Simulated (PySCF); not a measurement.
## Mayer bond orders and bond lengths

Compound: CH3CH2CHFCH3, C4H9F.
Numbering: `[CH3:1][CH2:2][C@H:3]([CH3:4])[F:5]` (hydrogens: H6, H7, H8 on C1; H9, H10 on C2; H11 on C3; H12, H13, H14 on C4)

Geometry (PBE0-D3(BJ)/def2-TZVP, Å), atoms numbered from 1 in this order:
```
atom  x, y, z in Å
C1     1.914   -0.101    0.306
C2     0.475    0.342    0.496
C3    -0.480   -0.293   -0.489
C4    -1.912    0.148   -0.319
F5    -0.429   -1.680   -0.328
H6     2.280    0.165   -0.689
H7     2.005   -1.183    0.416
H8     2.572    0.370    1.040
H9     0.394    1.428    0.387
H10    0.131    0.102    1.508
H11   -0.141   -0.098   -1.514
H12   -2.002    1.220   -0.507
H13   -2.561   -0.381   -1.018
H14   -2.255   -0.056    0.698
```

Bond orders from the PBE0/pcSseg-2 density (PySCF). Geometry: PBE0-D3(BJ)/def2-TZVP, one conformer, isolated molecule.

(1) Where do the orders between heavy atoms depart from those drawn in the SMILES?

(2) Set the Mayer orders of the bonds between heavy atoms beside their lengths.

Answers

(1) The largest departure is 0.147, at C3–F5 (drawn single, 0.853). Drawn single, order below 0.88: C3–F5 (0.853).

(2) 
| bond | drawn as | length (Å) | Mayer order |
| --- | --- | --- | --- |
| C1–C2 | single | 1.518 | 0.968 |
| C2–C3 | single | 1.512 | 0.988 |
| C3–C4 | single | 1.507 | 0.986 |
| C3–F5 | single | 1.397 | 0.853 |

By pair of heavy elements: C–C: lowest C1–C2 (0.968, 1.518 Å), highest C2–C3 and C3–C4 (0.988, 1.512 Å). Bonds named together lie within 0.004.

And the bonds to hydrogen?

C–H: 0.99 to 1.00 (9 bonds).

Sum the orders of all bonds at each heavy atom with more than one neighbour and set the sums beside the valence in the SMILES.

C1 3.973 (drawn 4), C2 3.946 (drawn 4), C3 3.830 (drawn 4), C4 3.972 (drawn 4). Orders between atoms that aren't bonded are not in these sums.

The Mayer order sums products of elements of PS (density times overlap matrix) between the two atoms' basis functions, so it depends on the basis set.

These values come from a run that also computed NMR shieldings. The run took 20 s wall on one thread, AMD EPYC 9R45 (x86_64), shared host with 96 logical CPUs at a one-minute load of 32, and the process peaked at 1.3 GiB of memory.
